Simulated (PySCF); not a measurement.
**One shape, several levels: SO2 (SMILES O=S=O)**

We compute a comparison of 3 runs (MP2/STO-3G, CISD/STO-3G, FCI/STO-3G) of SO2. The job is set up through a Python script.

The calculation is run with PySCF 2.14.0.

14 further runs of the same task are left out: 7 that didn't finish, 7 set aside as unsound or not needed.

### 1 The molecule

SO2 has 3 atoms, charge 0, and is taken as a singlet. SMILES: `O=S=O`. One bond was lengthened or shortened from a relaxed shape.

Bond lengths: O1–S2 1.431 Å, S2–O3 1.717 Å. Angles: O1–S2–O3 118.9°.

### 2 A single-point energy at MP2/STO-3G (run 1)

Contents of mol.xyz:

```xyz
3
O2S
O     -1.061484     0.917993    -0.476694
S      0.182456     0.629473     0.169606
O      0.704900    -1.003280     0.272720
```

Contents of job.py:

```python
from pyscf import gto, mp

mol = gto.M(
    atom='mol.xyz',
    max_memory=1860,
    spin=0,
    charge=0,
    basis='sto-3g',
    verbose=3,
)

myscf = mol.RHF()
myscf.conv_tol = 1e-10
myscf.kernel()
if not myscf.converged:
    myscf = myscf.newton().run(myscf.mo_coeff, myscf.mo_occ)

pt = mp.MP2(myscf, frozen=7).run()
e_final = pt.e_tot
print('Final energy', e_final)
```

The run is started by

```sh
$ OMP_NUM_THREADS=1 python job.py
```

Standard output:

```text
converged SCF energy = -540.608790639029
E(RMP2) = -540.786317616635  E_corr = -0.177526977605817
E(SCS-RMP2) = -540.786725805666  E_corr = -0.177935166636962
Final energy -540.7863176166347
```

Wall time 0.48 s (1 thread of AMD EPYC 9R45 (Zen 5), shared host); peak memory 0.12 GiB.

### 3 A single-point energy at CISD/STO-3G (run 2)

Contents of run.py:

```python
from pyscf import gto, ci

mol = gto.Mole()
mol.atom = '''
O     -1.061484     0.917993    -0.476694
S      0.182456     0.629473     0.169606
O      0.704900    -1.003280     0.272720
'''
mol.verbose = 3
mol.charge = 0
mol.max_memory = 1860
mol.basis = 'sto-3g'
mol.build()

mf = mol.RHF()
mf.conv_tol = 1e-10
mf.kernel()
if not mf.converged:
    mf = mf.newton().run(mf.mo_coeff, mf.mo_occ)

cisd = ci.CISD(mf, frozen=7)
cisd.kernel()
energy = cisd.e_tot
print(f'total energy: {energy:.8f} hartree')
```

The run is started by

```sh
$ OMP_NUM_THREADS=1 python run.py
```

Standard output:

```text
converged SCF energy = -540.608790639029
E(RCISD) = -540.8090925629363  E_corr = -0.2003019239073727
total energy: -540.80909256 hartree
```

It took 0.48 s on 1 thread of AMD EPYC 9R45 (Zen 5), shared host; peak memory 0.12 GiB.

### 4 The energy at FCI/STO-3G (run 3)

Contents of job.py:

```python
from pyscf import gto, mcscf
from pyscf import fci

system = gto.M(
    atom='''
O     -1.061484     0.917993    -0.476694
S      0.182456     0.629473     0.169606
O      0.704900    -1.003280     0.272720
''',
    verbose=3,
    max_memory=1860,
    basis='sto-3g',
)

mf = system.RHF()
mf.conv_tol = 1e-10
mf.kernel()
if not mf.converged:
    mf = mf.newton().run(mf.mo_coeff, mf.mo_occ)

cas = mcscf.CASCI(mf, mf.mo_coeff.shape[-1] - 7, (system.nelec[0] - 7, system.nelec[1] - 7))  # full CI above the frozen core
cas.fcisolver = fci.direct_spin0.FCI(system)  # even spin states alone
cas.kernel()
print('<S^2> = %.4f' % cas.fcisolver.spin_square(cas.ci, cas.ncas, cas.nelecas)[0])
etot = cas.e_tot
print('E(%s) = %.9f' % ('FCI', etot))
```

The run is started by

```sh
$ OMP_NUM_THREADS=1 python job.py
```

Standard output:

```text
converged SCF energy = -540.608790639029
CASCI E = -540.859731936839  E(CI) = -71.9652219622280  S^2 = 0.0000000
<S^2> = 0.0000
E(FCI) = -540.859731937
```

Run time: 0.86 s. Hardware: 1 thread of AMD EPYC 9R45 (Zen 5), shared host; peak memory 0.13 GiB.

### 5 All runs side by side

```csv
run,level,energy (Eh),dipole moment (D) of the reference,HOMO energy (eV),LUMO energy (eV),wall time
1,MP2/STO-3G,-540.786318,1.91,-7.22,3.51,0.48 s
2,CISD/STO-3G,-540.809093,1.91,-7.22,3.51,0.48 s
3,FCI/STO-3G,-540.859732,1.91,-7.22,3.51,0.86 s
```

### 6 What came out

| quantity | value |
| --- | --- |
| run 3: total energy | -540.85973 Eh |
| run 3: dipole moment (Hartree–Fock density) | 1.91 D |
| run 3: HOMO energy (Hartree–Fock orbitals) | -7.22 eV |
| run 3: LUMO energy (Hartree–Fock orbitals) | 3.51 eV |
| run 3: HOMO–LUMO gap (Hartree–Fock orbitals) | 10.73 eV |
| run 3: correlation energy (7 core orbitals frozen) | -250.9 mEh |

**Reading.** Against full CI in this basis: MP2 +73.4 mEh; CISD +50.6 mEh. In runs 1, 2, 3 the basis is minimal, so the values are rough. All runs together took 1.8 s, the longest 0.86 s.
